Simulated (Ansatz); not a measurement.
**SiNH5 (SMILES [SiH3]N) at revPBE/def2-TZVP**

What is the energy change on altering one bond length of SiNH5 at revPBE/def2-TZVP? 

Program for the calculation: Ansatz 0.2.0.

55 further runs of the same task are left out: 55 set aside as unsound or not needed.

### 1 The structure to begin with

The species is SiNH5 (7 atoms), meant as a singlet with charge 0. As SMILES, `[SiH3]N`. Geometry: relaxed at PBE0-D4/def2-TZVP.

Bond lengths: Si1–N2 1.720 Å, Si1–H3 1.486 Å, Si1–H4 1.486 Å, Si1–H5 1.494 Å, N2–H6 1.007 Å, N2–H7 1.007 Å. Angles: Si1–N2–H6 119.6°, Si1–N2–H7 119.6°, N2–Si1–H3 107.9°, N2–Si1–H4 107.9°, N2–Si1–H5 116.0°, H6–N2–H7 110.7°, H3–Si1–H4 110.5°, H3–Si1–H5 107.3°, H4–Si1–H5 107.3°.

### 2 The energy at revPBE/def2-TZVP

Input file job.yaml:

```yaml
crystal:
  periodic: [false, false, false]
  atoms:
    - symbol: Si
      position_ang: [-0.413010, -0.292700, -0.422350]
    - symbol: N
      position_ang: [0.611760, 0.348670, 0.801280]
    - symbol: H
      position_ang: [-0.018320, -1.706330, -0.653330]
    - symbol: H
      position_ang: [-1.813170, -0.217090, 0.068940]
    - symbol: H
      position_ang: [-0.367930, 0.402730, -1.743970]
    - symbol: H
      position_ang: [0.391580, 1.238230, 1.219480]
    - symbol: H
      position_ang: [1.609100, 0.226510, 0.729930]
basis:
  gaussian: {orbitals: def2-TZVP}
hamiltonian: {xc: {name: revPBE}}
accuracy: high
output: {orbitals: {seedname: orbitals}}
```

Started as:

```sh
$ ansatz run job.yaml --threads 1 --pin off --max-ram 3480MiB --events-out events.jsonl --progress --plain --runs-dir runs
```

Log:

```text
Warning: RAYON_NUM_THREADS=1 ignored (pool sized by the plan → 1); use --threads N
Functional definition: revPBE
  name "revPBE"
  parameter kappa = 1.245
  parameter beta = 0.06672455060314922
  exchange = pbe_x(kappa = kappa, mu = beta*pi^2/3)
  correlation = pbe_c(beta = beta)
1820 factors; integrals over basis functions are off by at most 3.8e-9 eV
mean field evaluation 1: about -9439.6534 eV, gradient 6.8e1 eV
mean field evaluation 2: about -9409.7119 eV, gradient 1.2e2 eV
mean field evaluation 4: about -9448.2395 eV, gradient 3.4e0 eV
mean field evaluation 8: about -9448.2801 eV, gradient 3.4e-2 eV
mean field evaluation 16: about -9448.2801 eV, gradient 2.3e-6 eV
mean field -9448.28012107 eV, -347.2178901751 hartree, gradient 1.9e-8 eV, S^2 0.000000; 0 other end points of the search recorded, 0 dependent functions left out
reference -9448.28012565 eV, -347.2178903434 hartree; 13, 13 occupied and 85, 85 virtual orbitals, 1820 factors
Total energy: -9448.28012565 eV, -347.2178903434 hartree
```

Run time: 4.2 s. Hardware: 1 thread of Arm Neoverse V2, shared host; peak memory 0.21 GiB.

### 3 The distorted shape at the same level

Input file run.yaml:

```yaml
crystal:
  periodic: [false, false, false]
  atoms:
    - symbol: Si
      position_ang: [-0.236860, -1.004374, -0.756922]
    - symbol: "N"
      position_ang: [0.787910, -0.363004, 0.466708]
    - symbol: H
      position_ang: [0.157830, -2.418004, -0.987902]
    - symbol: H
      position_ang: [-1.637020, -0.928764, -0.265632]
    - symbol: H
      position_ang: [-0.191780, -0.308944, -2.078542]
    - symbol: H
      position_ang: [0.391580, 1.238230, 1.219480]
    - symbol: H
      position_ang: [1.785250, -0.485164, 0.395358]
basis:
  gaussian:
    orbitals: def2-TZVP
accuracy: high
hamiltonian:
  xc: {name: revPBE}
output: {orbitals: {seedname: orbitals}}
```

Started as:

```sh
$ ansatz run run.yaml --threads 1 --pin off --max-ram 3480MiB --events-out events.jsonl --progress --plain --runs-dir runs
```

Log, shortened:

```text
Warning: RAYON_NUM_THREADS=1 ignored (pool sized by the plan → 1); use --threads N
[... 6 set-up lines as earlier in the session ...]
1836 factors; integrals over basis functions are off by at most 3.7e-9 eV
mean field evaluation 1: about -9431.4893 eV, gradient 7.4e1 eV
mean field evaluation 2: about -9369.1427 eV, gradient 1.4e2 eV
mean field evaluation 4: about -9444.4704 eV, gradient 6.7e0 eV
mean field evaluation 8: about -9444.6748 eV, gradient 1.8e-1 eV
mean field evaluation 16: about -9444.6690 eV, gradient 5.3e-5 eV
mean field -9444.66895268 eV, -347.0851821846 hartree, gradient 2.3e-8 eV, S^2 0.000000; 0 other end points of the search recorded, 0 dependent functions left out
reference -9444.66895755 eV, -347.0851823634 hartree; 13, 13 occupied and 85, 85 virtual orbitals, 1836 factors
Total energy: -9444.66895755 eV, -347.0851823634 hartree
```

Run time: 4.2 s. Hardware: 1 thread of Arm Neoverse V2, shared host; peak memory 0.22 GiB.

### 4 Outcome

At revPBE/def2-TZVP:

| quantity | value |
| --- | --- |
| first shape: total energy | -347.21789 Eh |
| first shape: HOMO energy | -5.95 eV |
| first shape: LUMO energy | -0.39 eV |
| first shape: HOMO–LUMO gap | 5.56 eV |
| distorted shape: total energy | -347.08518 Eh |
| distorted shape: HOMO energy | -5.84 eV |
| distorted shape: LUMO energy | -4.13 eV |
| distorted shape: HOMO–LUMO gap | 1.71 eV |
| energy change with the N2–H6 bond stretched from 1.007 to 1.813 Å | 3.611 eV |

One bond (distorted shape) is far stretched, which a spin-restricted single reference describes badly; a broken-symmetry solution may lie lower. With the N2–H6 bond stretched from 1.007 to 1.813 Å the energy rises by 3.61 eV (348 kJ/mol). The first shape isn't relaxed at this level, so the change isn't measured from a minimum. A restricted reference can't describe the breaking bond well at this length.
